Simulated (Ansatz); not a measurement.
# H₂Si–GeH₃⁺, singlet: the ladder up to RCCSDT(Q)

Geometry: that of the H2Si–GeH3, doublet, kept fixed.

```xyz
7

Si   -0.0815    0.0000    1.6989
Ge    0.0162    0.0000   -0.6709
H     0.5131   -1.2169    2.3175
H     0.5131    1.2169    2.3175
H    -0.6949    1.2490   -1.2159
H     1.4662    0.0000   -1.1928
H    -0.6949   -1.2490   -1.2159
```

Basis cc-pVDZ; Ansatz 0.2.0. Only valence electrons are correlated (noble-gas cores and the filled d shells of p-block atoms frozen), which leaves 12 electrons in 51 orbitals. Prefix R: restricted or restricted open-shell reference. Active spaces: frontier = (8e, 8o) about the gap. No spin–orbit coupling is included, and no scalar relativity.

Full CI isn't at hand for all of this; RCCSDT(Q) serves as the reference, and is uncertain by about the last step of the cluster series.

* UHF ⟨S²⟩: 0.000
* T1 diagnostic (RCCSD): 0.0153
* largest doubles amplitude (RCCSD): 0.036

```tsv
level	E − E(RHF) (eV)
RMP2	-4.8750
RCCSD	-6.1481
RCCSD(T)	-6.2948
```

(1) Estimate how far RCCSDT(Q) in cc-pVDZ lies from RCCSD(T). The table doesn't fix it; the size of (T) and the diagnostics are the guide.

(1) RCCSDT(Q) in cc-pVDZ lies 1.44 mEh below RCCSD(T), which is 27 % of the (T) step (-5.39 mEh). The diagnostics give no warning, yet the rest is a sizeable part of (T).

The other levels:

```csv
level,E − E(RCCSDT(Q)) (mEh),share of correlation (%),wall time
CISD,26.91,88.44,2.3 s
BCCD(T),1.42,99.39,1.8 s
RCCSDT,0.22,99.91,–
CASSCF (frontier space),171.27,26.42,–
NEVPT2 (frontier space),52.10,77.62,12 s
MRCISD (frontier space),15.26,93.44,–
MRCISD+Q (frontier space),0.95,99.59,15 s
```

The correlation energy at RCCSDT(Q), counted from RHF, is -6.334 eV. That run took 22 s on 1 thread of AMD EPYC 7B13, shared host.

Times hold each run's SCF and search for its determinant on a shared host, so for small cases they say little of a method's own cost; they ran on 1 thread of AMD EPYC 7B13. Some runs computed forces too.
